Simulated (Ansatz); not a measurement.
1T (CdI2-type) PtS2 was calculated with rVV10 (PAW; Ansatz, a first-principles code).

Numerical settings: plane-wave cutoff 500 eV, 12×12×8 k mesh (along the axes of the cell as run), Fermi–Dirac smearing 0.05 eV, scalar-relativistic PAW data made under PBE.

Computed at the level's own relaxed cell.

**Question.** Estimate the volume per atom, equilibrium lattice constant a and c axis length that the calculation returns.

**Answer.** 
volume per atom: 19.10 Å³/atom
equilibrium lattice constant a: 3.625 Å
c axis length: 5.034 Å

Measured, for comparison: lattice constant a 3.542 Å (temperature not stated, no zero-point or thermal correction; as tabulated in Björkman (2014), arXiv:1406.2436); lattice parameter c 5.036 Å (temperature not stated, zero-point anharmonic expansion removed (computed with revB86b-DF2); no thermal correction; as tabulated in Björkman (2014), arXiv:1406.2436). Computed (rounded) less measured: lattice constant a +2.3 %, lattice parameter c 0.0 %.

Spin–orbit coupling is not included.

The computed numbers hold no vibrational or temperature effects.
